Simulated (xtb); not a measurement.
xtb input (GFN1-xTB):

```bash
xtb mol.xyz --gfn 1 --opt tight --chrg 0 --uhf 0
```
mol.xyz:
```
6

C     -0.00552043     0.00459894    -1.17388509
C      0.00131904    -0.00109886     0.28048569
N      0.00672398    -0.00560159     1.42981145
H     -0.00547550     1.02956237    -1.54542667
H      0.87817519    -0.50722791    -1.55560292
H     -0.89455918    -0.50412383    -1.54725412
```

End of the output:

```
[...]
         ::                     SUMMARY                     ::
         :::::::::::::::::::::::::::::::::::::::::::::::::::::
         :: total energy              -8.997381440408 Eh    ::
         :: gradient norm              0.000039908887 Eh/a0 ::
         :: HOMO-LUMO gap              7.188395967909 eV    ::
         ::.................................................::
         :: SCC energy                -9.164424418363 Eh    ::
         :: -> electrostatic           0.015700922951 Eh    ::
         :: repulsion energy           0.168173566426 Eh    ::
         :: dispersion energy         -0.001130588471 Eh    ::
         :: halogen bond corr.         0.000000000000 Eh    ::
         :: add. restraining           0.000000000000 Eh    ::
         :: total charge              -0.000000000000 e     ::
         :::::::::::::::::::::::::::::::::::::::::::::::::::::

           -------------------------------------------------
          |                Property Printout                |
           -------------------------------------------------

    * Orbital Energies and Occupations

         #    Occupation            Energy/Eh            Energy/eV
      -------------------------------------------------------------
         1        2.0000           -0.7493976             -20.3921
         2        2.0000           -0.6723241             -18.2949
         3        2.0000           -0.5820322             -15.8379
         4        2.0000           -0.5644821             -15.3603
         5        2.0000           -0.5644821             -15.3603
         6        2.0000           -0.4877153             -13.2714
         7        2.0000           -0.4874524             -13.2643
         8        2.0000           -0.4874524             -13.2643 (HOMO)
         9                         -0.2232837              -6.0759 (LUMO)
        10                         -0.2232837              -6.0759
        11                         -0.1622455              -4.4149
        12                         -0.0895325              -2.4363
        13                         -0.0895325              -2.4363
        14                          0.1089068               2.9635
        15                          0.2530885               6.8869
        16                          0.2530885               6.8869
        17                          0.4084190              11.1136
        18                          1.2981252              35.3238
      -------------------------------------------------------------
                  HL-Gap            0.2641687 Eh            7.1884 eV
             Fermi-level           -0.3553680 Eh           -9.6701 eV

  Mulliken/CM5 charges         n(s)   n(p)   n(d)
     1C    -0.08806 -0.22787   1.004  3.084  0.000
     2C     0.21098  0.31968   1.069  2.720  0.000
     3N    -0.30692 -0.43377   1.670  3.637  0.000
     4H     0.06133  0.11399   0.939  0.000  0.000
     5H     0.06133  0.11399   0.939  0.000  0.000
     6H     0.06133  0.11399   0.939  0.000  0.000

Wiberg/Mayer (AO) data.
largest (>0.10) Wiberg bond orders for each atom

 ---------------------------------------------------------------------------
     #   Z sym  total        # sym  WBO       # sym  WBO       # sym  WBO
 ---------------------------------------------------------------------------
     1   6 C    3.996 --     2 C    1.059     4 H    0.963     6 H    0.963
Note: The following floating-point exceptions are signalling: IEEE_DENORMAL
normal termination of xtb
                             5 H    0.963
     2   6 C    3.958 --     3 N    2.875     1 C    1.059
     3   7 N    3.004 --     2 C    2.875
     4   1 H    1.002 --     1 C    0.963
     5   1 H    1.002 --     1 C    0.963
     6   1 H    1.002 --     1 C    0.963
 ---------------------------------------------------------------------------

Topologies differ in total number of bonds
Writing topology from bond orders to xtbtopo.mol

 dipole moment from electron density (au)
     X       Y       Z
  -0.0072   0.0060  -1.5287  total (Debye):    3.886

           -------------------------------------------------
          |                Geometry Summary                 |
           -------------------------------------------------

      molecular mass/u    :       41.0519973
   center of mass at/Å    :        0.0005155      -0.0004295       0.1096239
  moments of inertia/u·Å² :        0.3176970E+01   0.5421444E+02   0.5421444E+02
rotational constants/cm⁻¹ :        0.5306199E+01   0.3109436E+00   0.3109436E+00

 * 4 selected distances

     #   Z          #   Z                                           value/Å
     2   6 C        3   7 N                                       1.1466517 (max)
     1   6 C        4   1 H                                       1.0905311
     1   6 C        5   1 H                                       1.0905311
     1   6 C        6   1 H                                       1.0905311 (min)

 * 2 distinct bonds (by element types)

   Z      Z             #   av. dist./Å        max./Å        min./Å
   1 H    6 C           3     1.0905311     1.0905311     1.0905311
   6 C    7 N           1     1.1466517     1.1466517     1.1466517

optimized geometry written to: xtbopt.xyz

           -------------------------------------------------
          | TOTAL ENERGY               -8.997381440408 Eh   |
          | GRADIENT NORM               0.000039908887 Eh/α |
          | HOMO-LUMO GAP               7.188395967909 eV   |
           -------------------------------------------------

------------------------------------------------------------------------
------------------------------------------------------------------------
 total:
 SCF:
 ANC optimizer:
```
